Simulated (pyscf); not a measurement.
Optimised with ωB97X-D3(BJ)/def2-SVP in PySCF.

**Question.** For Cl–C(Cl)(Cl)–Cl + H• → HCl + Cl–C•(Cl)–Cl, an atom transfer (doublet surface; C–Cl broken, Cl–H formed), PBE/def2-TZVP gives ΔE‡ = -0.2 kcal/mol and ΔE = -38.1 kcal/mol (zero: the separated reactants). In which direction and how far do r²SCAN/def2-TZVP, M06-2X/def2-TZVP, ωB97M-D3(BJ)/def2-TZVP move these?

**Answer.** r²SCAN: ΔE‡ = -1.3 kcal/mol, ΔE = -40.9 kcal/mol; M06-2X: ΔE‡ = 6.8 kcal/mol, ΔE = -36.0 kcal/mol; ωB97M-D3(BJ): ΔE‡ = 7.7 kcal/mol, ΔE = -37.6 kcal/mol. PBE's barrier lies among them. Its reaction energy lies among theirs. At PBE, r²SCAN this geometry lies under the reactants; that is no barrier but a single point on another level's saddle; such a level's own saddle, if it has one, lies nearer that side and is low. This is the saddle that the search found; another between the same sides may lie lower. The angle at the transferred Cl is 180°.
